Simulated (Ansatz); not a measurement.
A CCSD(T) single point on C$_{4}$H$_{12}$Si (`CC[SiH2]CC`).

```yaml
crystal:
  periodic: [false, false, false]
  atoms:
    - {symbol: C, position_ang: [0.158763, 0.702066, -2.019726]}
    - {symbol: C, position_ang: [0.973562, 0.973491, -0.758311]}
    - {symbol: Si, position_ang: [1.125391, -0.516558, 0.376664]}
    - {symbol: C, position_ang: [-0.558519, -1.164855, 0.901661]}
    - {symbol: C, position_ang: [-1.423903, -0.123013, 1.604808]}
    - {symbol: H, position_ang: [0.110240, 1.581265, -2.667465]}
    - {symbol: H, position_ang: [0.590847, -0.113366, -2.606254]}
    - {symbol: H, position_ang: [-0.869554, 0.418346, -1.779931]}
    - {symbol: H, position_ang: [1.985047, 1.301664, -1.021169]}
    - {symbol: H, position_ang: [0.531847, 1.799141, -0.189352]}
    - {symbol: H, position_ang: [1.906720, -0.135029, 1.590271]}
    - {symbol: H, position_ang: [1.873048, -1.599181, -0.328899]}
    - {symbol: H, position_ang: [-1.072771, -1.552144, 0.015050]}
    - {symbol: H, position_ang: [-0.398378, -2.030274, 1.553809]}
    - {symbol: H, position_ang: [-2.385329, -0.539116, 1.916945]}
    - {symbol: H, position_ang: [-1.635161, 0.729126, 0.953147]}
    - {symbol: H, position_ang: [-0.930548, 0.268038, 2.498854]}
basis:
  gaussian: {orbitals: def2-TZVPP}
correlation: {method: ccsd_t}
output: {orbitals: {seedname: orbitals}}
```

```sh
$ ansatz run in.yaml --threads 4 --pin off --events-out ev --progress --plain --max-ram 11315MiB
```

Log, shortened:

```
Functional definition: HF
1895 factors; integrals over basis functions are off by at most 9.6e-4 eV
mean field evaluation 1: about -12171.4647 eV, gradient 4.1e1 eV
mean field evaluation 2: about -12171.6900 eV, gradient 4.1e1 eV
mean field evaluation 4: about -12176.2529 eV, gradient 4.2e0 eV
mean field evaluation 8: about -12176.3202 eV, gradient 1.6e-1 eV
mean field -12176.32026032 eV, -447.4715161606 hartree, gradient 1.2e-6 eV, S^2 0.000000; 0 other end points of the search recorded, 0 dependent functions left out
9 core orbitals not correlated: weight in the atoms' cores, before any rotation towards them, 1.000 or more for the frozen orbitals, at most 0.000 for the correlated occupied ones
reference -12176.32026032 eV, -447.4715161606 hartree; 16, 16 occupied and 309, 309 virtual orbitals, 1895 factors
second order -22.94265223 eV of doubles, -0.00000000 eV of singles
cycle   1  -24.14001823 eV  change    -1.2e0 eV  update   9.3e-2
cycle   2  -24.74561335 eV  change   -6.1e-1 eV  update   2.7e-2
cycle   3  -24.81590583 eV  change   -7.0e-2 eV  update   9.3e-3
cycle   4  -24.81259075 eV  change    3.3e-3 eV  update   2.4e-3
cycle   5  -24.81259480 eV  change   -4.0e-6 eV  update   7.9e-4
cycle   6  -24.81252246 eV  change    7.2e-5 eV  update   2.5e-4
cycle   7  -24.81247028 eV  change    5.2e-5 eV  update   7.4e-5
cycle   8  -24.81247622 eV  change   -5.9e-6 eV  update   2.5e-5
perturbative correction -0.93086669 eV, -0.0342087200 hartree
Total energy: -12202.06360324 eV, -448.4175665633 hartree
```

Run time 22 min (4 threads of an Arm Neoverse V2 on a shared host); peak host memory 5.4 GiB.

MP2 recovers 89.1 % of the CCSD(T) correlation energy and the triples give 3.6 %; T1 = 0.0093.
